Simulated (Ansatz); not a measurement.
Cost against result

The pair of SiH$_{4}$ (SMILES [SiH4], atoms 1–5) and PH$_{3}$ (SMILES P, atoms 6–9), both closed shells, in one local arrangement (a lower one may exist), relaxed at PBE0-D4/def2-TZVP:

```
atom    x (Å)    y (Å)    z (Å)
 Si1  -0.2922   0.0005  -1.8479
  H2  -0.4208  -0.3443  -3.2888
  H3  -1.6432   0.2255  -1.2775
  H4   0.5307   1.2268  -1.7097
  H5   0.3670  -1.1291  -1.1429
  P6   0.2112   0.2957   1.8425
  H7   0.1509   0.8606   3.1434
  H8   1.5167  -0.2256   2.0367
  H9  -0.4201  -0.9101   2.2443
```

Interaction energies are counterpoise-corrected; the time is that of the whole pair.

Ansatz 0.2.0; basis: as named in each row; cores frozen in the correlated methods. B3LYP uses VWN-RPA correlation. Extrapolation: Hartree–Fock as exp(−7.88 √X), correlation as X^−2.97.

Times are rough, for one single point on 2 threads of a shared host (Intel Xeon Platinum 8488C).

The estimate by CCSD(T) at an estimated basis limit (MP2 extrapolated from triple and quadruple zeta, plus CCSD(T) − MP2 in triple zeta) is -0.048 eV.

```csv
method,basis,time (s),interaction energy (eV),method less estimate
HF,STO-3G,under 1,0.046,0.094
PBE-D4,STO-3G,under 1,-0.019,0.029
SPW92,def2-SVP,under 1,-0.102,-0.054
B3LYP-D4,6-31G,under 1,-0.042,0.006
PBE-D4,def2-SVP,under 1,-0.070,-0.022
PBE0-D4,def2-SVP,under 1,-0.069,-0.021
CCSD(T),def2-SVP,under 1,-0.001,0.047
revPBE-D4,def2-TZVPPD,2,-0.056,-0.008
PBE-D4,def2-TZVPPD,2,-0.067,-0.019
BLYP-D4,def2-TZVPPD,2,-0.050,-0.002
wB97M-V,def2-SVP,3,-0.058,-0.010
PBE0-D4,def2-TZVPPD,3,-0.062,-0.014
B3LYP-D4,def2-TZVPPD,3,-0.054,-0.006
r2SCAN-D4,def2-TZVPPD,3,-0.044,0.004
HSE06-D4,def2-TZVPPD,3,-0.062,-0.014
B2PLYP,def2-TZVPPD,5,-0.003,0.045
wB97X-V,def2-TZVPPD,6,-0.049,-0.001
B97M-V,def2-TZVPPD,6,-0.049,-0.001
wB97M-V,def2-TZVPPD,6,-0.051,-0.003
MP2,def2-QZVPPD,12,-0.047,0.001
CCSD(T),def2-TZVPPD,32,-0.035,0.013
```

The T1 diagnostic stays at or below 0.014.
